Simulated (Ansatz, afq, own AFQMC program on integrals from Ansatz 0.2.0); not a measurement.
# NO, quartet in 6-31G along one coordinate

```xyz
2

N     0.0000    0.0000    0.0000
O     0.0000    0.0000    1.4028
```

The N1–O2 distance is changed with both sides rigid. Energies in eV count from this geometry (1.403 Å) at the same level; the start stands on UHF, each point on the determinant named.

Basis 6-31G. Only valence electrons are correlated. Integrals, coupled cluster, full CI and functionals: Ansatz 0.2.0; the random walks run on the same integrals in our own AFQMC program. ph-AFQMC/CISD is guided by a CISD state made of CCSD amplitudes; releasing the constraint for a short imaginary time cuts its bias at the price of noise, slowly where states lie close. Error bars are statistical, one sigma.

Cautions, each for one point or more: (T) is large; a spin-contaminated unrestricted determinant lies lower; an unrestricted solution with more broken spin lies lower; cluster runs in doubt by the program's own checks; lower spins were not checked; strong correlation; the determinant fills πx and πy unequally, so it mixes two states of the linear molecule, and each level undoes that mixture to a different degree, while full CI gives the lower state; the next higher spin lies close; the ph-AFQMC/CISD walk drifts between its halves; the search met a lower determinant of the same kind, perhaps of another symmetry; unrestricted determinant spin contaminated.

```
r(N1–O2) / Å  det.     T1  weight  ⟨S²⟩  B2PLYP   B3LYP  CCSD(T)
       1.098  UHF†  0.023    0.93  3.77   3.017   2.910    3.299
       1.681   UHF  0.075    0.77  4.03   0.156   0.178   -0.140
       2.277   UHF  0.033    0.68  4.69  1.552§  1.710§    0.377
       3.146  ROHF  0.288    0.18  pure  1.745§  2.105§   -1.026
       4.833  UHF†  0.004    0.64  4.75  1.771§       –    0.315
```

Estimate the curve of full CI, counted from the same start.


| r(N1–O2) / Å | det. | T1 | weight | ⟨S²⟩ | FCI | ph-AFQMC/CISD | CCSDT(Q) |
| --- | --- | --- | --- | --- | --- | --- | --- |
| 1.098 | UHF† | 0.023 | 0.93 | 3.77 | 3.305 | 3.351 ± 0.006 | 3.305 |
| 1.681 | UHF | 0.075 | 0.77 | 4.03 | -0.187 | -0.161 ± 0.006 | – |
| 2.277 | UHF | 0.033 | 0.68 | 4.69 | 0.304 | 0.407 ± 0.006 | 0.287 |
| 3.146 | ROHF | 0.288 | 0.18 | pure | 0.304 | 0.452 ± 0.011 | – |
| 4.833 | UHF† | 0.004 | 0.64 | 4.75 | 0.311 | 0.397 ± 0.009 | 0.310 |

Weight is that of the determinant in the CISD state; at the start T1 is 0.027 and the weight 0.92, and ⟨S²⟩ is 3.77. A dagger marks points whose determinant fills other symmetries than the start's, so the wave-function levels may follow another state there, or a degenerate partner. A dash marks a missing value, a released energy that hasn't settled or a functional that sits on another state. § marks a functional whose ⟨S²⟩ is too high by over 0.1. Largest departures from full CI: CCSD(T) -1.330 eV at 3.146 (on ROHF), ph-AFQMC/CISD 0.148 eV at 3.146 (on ROHF), CCSDT(Q) -0.017 eV at 2.277 (on UHF). The functionals aren't scored here. In this small basis the wave-function levels are far from their limit, so their gap to the functionals isn't the functionals' error. In total energy ph-AFQMC/CISD lies 16 ± 4 meV above full CI at the start, so its agreement along the curve rests in part on cancellation.

CCSDT and higher add their correlation energy to the determinant of the CCSD(T) run, since their own runs factorise the integrals more tightly (a shift of under 2 meV).
